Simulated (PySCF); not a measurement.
Stationary points of SO2F2

All numbers come from PySCF, PBE0, basis S def2-TZVP, O def2-TZVP, F def2-TZVP (no relativity, density fitting).

Relaxations began from a few typed shapes. The search is not exhaustive: other isomers or separated fragments can lie lower, and high-lying points may rest on an excited occupation.

```csv
spin,group,bonds,angles,imaginary modes (cm⁻¹),ΔE (kJ/mol),ΔE with ZPE (kJ/mol)
singlet,C2v,"S–F 1.539 Å (×2), S–O 1.404 Å (×2)","F–S–F 95.6°, F–S–O 108.1° (×4), O–S–O 124.9°",none,0.0,0.0
singlet,D2h,"S–F 1.642 Å (×2), S–O 1.444 Å (×2)","F–S–F 180.0°, F–S–O 90.0° (×4), O–S–O 180.0°",260i,386.9,–
singlet,C2v,"S–F 1.647 Å (×2), S–O 1.453 Å (×2)","F–S–F 77.2°, F–S–O 88.7° (×2), F–S–O 165.9° (×2), O–S–O 105.5°",324i,450.5,–
```

The lowest minimum found is the singlet C2v: S–F 1.539 Å (×2), S–O 1.404 Å (×2); F–S–F 95.6°, F–S–O 108.1° (×4), O–S–O 124.9°.

Counting electrons, sulfur keeps none of its valence electrons outside its bonds, so the VSEPR class is AX4 and the expected shape is tetrahedral; with unlike ligands the computed point group is C2v.
